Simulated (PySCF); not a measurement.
# Stationary points of [ClF4]+

These are results of PBE/[Cl def2-SVP, F def2-SVP], no relativity, density fitting, PySCF, not measurements.

Relaxations began from a few typed shapes. The search is not exhaustive: other isomers or separated fragments can lie lower, and high-lying points may rest on an excited occupation.

(1) Which is the lowest minimum found?
A. singlet Td: Cl–F 1.742 Å (×4); F–Cl–F 109.5° (×6)
B. singlet D4h: Cl–F 1.738 Å (×4); F–Cl–F 90.0° (×4), F–Cl–F 180.0° (×2)
C. singlet C4v: Cl–F 1.659 Å (×4); F–Cl–F 85.1° (×4), F–Cl–F 146.1° (×2)
D. singlet C2v: Cl–F 1.626 Å (×2), Cl–F 1.666 Å (×2); F–Cl–F 88.6° (×4), F–Cl–F 106.9°, F–Cl–F 175.3°

Answers

(1) D. The others lie at 10.8 (singlet C4v, a saddle point), 116.0 (singlet Td, a saddle point), 123.7 (singlet D4h, a saddle point) kJ/mol above it.

Counting electrons, chlorine keeps 2 of its valence electrons outside its bonds, so the VSEPR class is AX4E1 and the expected shape is see-saw (C2v), as computed.
